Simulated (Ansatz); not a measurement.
Ideal-gas functions of C₂H₄F₂, SMILES `FCCF` at 600 K and 1 bar, from an Ansatz frequency run at PBE0-D4/def2-TZVP.

Molar mass 66.05 g/mol, point group C2 (symmetry number 2), electronic degeneracy 1, moments of inertia 28.737, 100.789, 114.985 u Å². Harmonic wavenumbers (cm⁻¹, unscaled): 153, 327, 500, 883, 913, 1110, 1132, 1142, 1265, 1308, 1400, 1439, 1481, 1483, 3047, 3057, 3102, 3116.

Use S(trans) = R[1.5 ln M + 2.5 ln T − 1.1517]; rotational temperatures θ = 24.2544 K / I; S(rot) = R[ln(√π/σ · √(T³/θAθBθC)) + 1.5]; for each mode x = 1.438777 ν̃/T, S = R[x/(eˣ − 1) − ln(1 − e⁻ˣ)] and H = RT x/(eˣ − 1); 1 cm⁻¹ = 0.0119627 kJ/mol; R = 8.31446 J/(mol·K).

By hand: the entropy, in J/(mol·K).

Translation 175.7. Rotation: θ = 0.844, 0.2406, 0.2109 K, giving 104.3. Vibration, mode by mode: 16.70, 10.55, 7.29, 3.47, 3.28, 2.26, 2.17, 2.13, 1.69, 1.55, 1.30, 1.21, 1.11, 1.11, 0.05, 0.05, 0.04, 0.04, in all 56.0. Electronic 0.0. Sum 336.0 J/(mol·K).

By hand: H − E and G − E in kJ/mol, counted from the electronic energy.

Zero-point energy ½ × 26858 × 0.0119627 = 160.6; thermal vibration 19.5; translation, rotation and pV give 4 RT = 20.0. H − E = 200.1 kJ/mol, and G − E = 200.1 − 600 × 336.0/1000 = -1.5 kJ/mol.

Vibration gives 17 % of the entropy. The sum counts one conformer and one mirror image; others add a mixing term.
